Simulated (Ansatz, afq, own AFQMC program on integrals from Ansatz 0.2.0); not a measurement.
Two steps: Ansatz 0.2.0 writes the Fock matrix and Cholesky factors of the valence space, and afq projects on them the lowest state that overlaps trial and start.

```yaml
crystal:
  periodic: [false, false, false]
  atoms:
    - {symbol: Si, position_ang: [0.000000, 0.000000, 0.649966]}
    - {symbol: B, position_ang: [0.000000, 0.000000, -1.342837]}
    - {symbol: H, position_ang: [0.000000, -1.075954, -1.853888]}
    - {symbol: H, position_ang: [0.000000, 1.075954, -1.853888]}
basis:
  gaussian: {orbitals: cc-pVDZ}
magnetization: {spin_polarized: true, initial_magnetization: 3}
correlation: {method: ccsd_t, electrons: outside_noble_gas, hamiltonian_folder: ham}
```

```sh
$ ansatz run in.yaml --threads 1 --pin off --events-out ev --progress --plain --max-ram 1382MiB
```

afq runs on the folder ham with

```
--method free --trial cisd --walkers 60 --time-step 0.03 --max-blocks 80 --target-error 0.00036 --factor-cut 1e-05 --seed 794 --times 0,0.3,0.6,1.2,1.8,2.4,3.6,4.8,6 --taylor-order 8
```

Times are imaginary, in 1/Eh. The walk had a cap of 1002 s.

afq prints:

```
orbitals 36  electrons 6 3  factors 274 of 402
reference energy -314.65889767 Eh
CCSD correlation -0.16812419 Eh in 12 cycles, weight of the determinant in the CISD state 0.8684
repeat  energy at the last time / Eh  error
    10  -314.834384  0.001747
    20  -314.834520  0.001625
    30  -314.834306  0.001277
    40  -314.834558  0.001040
    50  -314.834587  0.000838
    60  -314.834703  0.000725
    70  -314.834733  0.000658
    80  -314.834864  0.000637
time / (1/Eh)  energy / Eh  error  mean overlap
  0.00  -314.827098  0.000116  1.1517
  0.30  -314.830356  0.000148  1.1516
  0.60  -314.831884  0.000143  1.1528
  1.20  -314.833379  0.000220  1.1467
  1.80  -314.833840  0.000233  1.1461
  2.40  -314.834271  0.000267  1.1569
  3.60  -314.834289  0.000337  1.1738
  4.80  -314.834553  0.000522  1.1947
  6.00  -314.834864  0.000637  1.1530
energy -314.834864 +/- 0.000637 Eh
```

The run passed its tests (error under three times the target), which doesn't prove that it has relaxed.

Against this walk (error 17.3 meV) on the same determinant: CCSD(T) 57.2 meV higher, CCSDT(Q) 8.9 meV higher (within the noise). The error is statistical, and a free projection of finite length keeps a remainder of its start.

Cautions: remainder of the start not in the error; error above the target (17.3 against 9.8 meV); lower spins were not checked.

The walk took 10 min on 1 thread of AMD EPYC (Zen 3), on a shared host. The log's last line is the free-projection energy.

CCSDT and higher add their correlation energy to the determinant of the CCSD(T) run, since their own runs factorise the integrals more tightly (a shift of under 2 meV). A walk keeps the symmetry of its determinant, which the program's search chose and which needn't be the lowest solution, so a lower state of the same spin and another symmetry isn't excluded.
